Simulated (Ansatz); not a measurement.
**CHBS: an energy map over bond length B1–C2 and angle B1–C2–S3**

How does the energy of CHBS, SMILES B#CS change over two coordinates at once? A grid of runs gives the map.

Program: Ansatz 0.2.0. Level of theory: RKS PBE0-D4/def2-TZVP. These are calculated values, not measurements.

## (1) Starting geometry

SMILES `B#CS`, 4 atoms, charge 0, spin multiplicity 1.

Atoms are counted from 1 here; the program's logs count them from 0.

Bond lengths: B1–C2 1.458 Å, C2–S3 1.635 Å, S3–H4 1.400 Å. Angles: B1–C2–S3 138.6°, C2–S3–H4 104.6°.

Geometry (Å):

```xyz
4

B    -1.4776    1.1650    0.4013
C    -0.7371   -0.0125   -0.0345
S     0.7042   -0.3722   -0.7181
H     1.5105   -0.7804    0.3513
```

## (3) The grid

The axes are (1) bond length B1–C2: 15 values from 1.220 to 1.889 Å; (2) angle B1–C2–S3: 15 values from 118.4 to 168.4 °.

Nothing else is relaxed (all other coordinates rigid). Energies count from the relaxed molecule at the same level. Points are written as (first, second).

(The set-up runs are not shown.)

## (4) The run at (1.459 Å, 143.4°)

input.yaml reads:

```yaml
crystal:
  periodic: [false, false, false]
  atoms:
    - { symbol: B, position_ang: [-1.510756, 1.14917, 0.382738] }
    - { symbol: C, position_ang: [-0.679185, 0.016429, -0.009778] }
    - { symbol: S, position_ang: [0.702344, -0.379449, -0.706742] }
    - { symbol: H, position_ang: [1.498335, -0.800534, 0.328711] }
basis:
  gaussian: { orbitals: def2-TZVP }
hamiltonian:
  xc: pbe0
  dispersion: d4
output:
  forces: true
```

The run is started by

```bash
$ ansatz run input.yaml --threads 1 --pin off --max-ram 2560MiB --backend cpu --events-out ev --progress --plain --runs-dir out
```

The session goes on with these runs: the other points that were computed.

What does the calculation give? Wanted: lowest point; highest computed point; largest force on an atom.

The runs gave:

```
                       quantity                                                                           value
                   lowest point                                                    (1.459 Å, 143.4°), 0.0005 eV
         highest computed point                                     (1.220 Å, 118.4°), 1.60 eV above the lowest
largest force on an atom (eV/Å)  0.2 at (1.459 Å, 147.0°) to 14.7 at (1.220 Å, 118.4°); 0.2 at the lowest point
        time for the whole task                                                6.1 min on 1 thread, shared host
```

What this shows: The lowest computed point is at (1.459 Å, 143.4°), 0.0005 eV from the relaxed molecule at the same level. The grid is coarse, so the lowest point of the scanned range may lie between grid points; coordinates that were held can hide deeper minima. The grid shows no other well, apart from its symmetry copies. The highest computed point, (1.220 Å, 118.4°), lies 1.60 eV above the lowest. Round the minimum the two coordinates are nearly uncoupled.
